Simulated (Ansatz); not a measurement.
`CC` → 2 `[CH3]`•  (homolysis of the C–C bond)

Calculated with Ansatz (gas phase, PBE0-D4/def2-TZVP geometries, no zero-point term in ΔE). CCSD(T)/CBS is extrapolated from def2-TZVPP and def2-QZVPP, frozen cores. DFT in def2-TZVPP. Open shells (•) are unrestricted, without spin–orbit coupling.

```
      level  ΔE (kcal/mol)
LDA (SPW92)          116.0
     revPBE           91.2
```

Q: What does CCSD(T)/CBS give? (Best estimate.)

A: Computed: +97.2 kcal/mol. The listed levels differ from it by 18.8, -6.0 kcal/mol.

Largest T1 diagnostic among the species: 0.008.

In def2-TZVPP, CCSD(T) changes the Hartree–Fock value by +29.9 kcal/mol (the triples alone add +2.5 kcal/mol) and MP2 by +33.7 kcal/mol; breaking electron pairs costs correlation energy, which Hartree–Fock lacks. From BLYP to BHLYP (50 % exact exchange), in def2-TZVPP and without D4, ΔE moves by −1.1 kcal/mol: exact exchange takes away binding that semilocal exchange gives to molecules. The D4 term adds +1.5 kcal/mol with B3LYP and +0.8 kcal/mol with PBE0; it sums over pairs of atoms, weighted by their polarisabilities, and B3LYP, whose exchange is more repulsive, gets the larger term.

B3LYP here is the variant with VWN-RPA as its local correlation; programs differ in this.
